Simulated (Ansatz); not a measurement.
in.yaml

```yaml
crystal:
  periodic: [false, false, false]
  atoms:
    - {symbol: B, position_ang: [0.000000, -0.188734, 0.770282]}
    - {symbol: N, position_ang: [0.000000, 0.083919, -0.707707]}
    - {symbol: H, position_ang: [0.000000, 0.858162, 1.572634]}
basis:
  gaussian: {orbitals: 6-31G}
magnetization: {spin_polarized: false, initial_magnetization: 3}
correlation: {active_space: {window: {electrons: 3, orbitals: 9}}}
scf: {lower_state_search: off}
```

```sh
$ ansatz run in.yaml --threads 1 --pin off --events-out ev --progress --plain --max-ram 2393MiB
```

Task: Roughly how long does this take on 1 thread of Arm Neoverse V1, shared host, and how much host memory?

Result: 0.33 s wall and 0.06 GiB.

```
these checks for a lower state are left out or cut short: stability, starts, cluster_reference, orbital_swaps, neighbouring_geometries, increment
290 factors; integrals over basis functions are off by at most 3.1e-4 eV
mean field evaluation 1: about -2162.7396 eV, gradient 1.0e1 eV
mean field evaluation 2: about -2162.7403 eV, gradient 1.0e1 eV
mean field evaluation 4: about -2164.1692 eV, gradient 1.2e0 eV
mean field evaluation 8: about -2164.2164 eV, gradient 1.9e-1 eV
mean field -2164.21788911 eV, -79.5335404652 hartree, gradient 2.2e-6 eV, S^2 3.750000; 0 other end points of the search recorded, 0 dependent functions left out
reference -2164.21788911 eV, -79.5335404652 hartree; 8, 5 occupied and 12, 15 virtual orbitals, 290 factors
state -2164.40301278 eV, -79.5403436346 hartree
Total energy: -2164.40301278 eV, -79.5403436346 hartree
Checks for a lower state left out: stability, starts, cluster_reference, orbital_swaps, neighbouring_geometries, increment
```

Natural occupations: 0.9982 0.9967 0.9955 0.0040 0.0033 0.0016 0.0006 0.0003 0.0001.
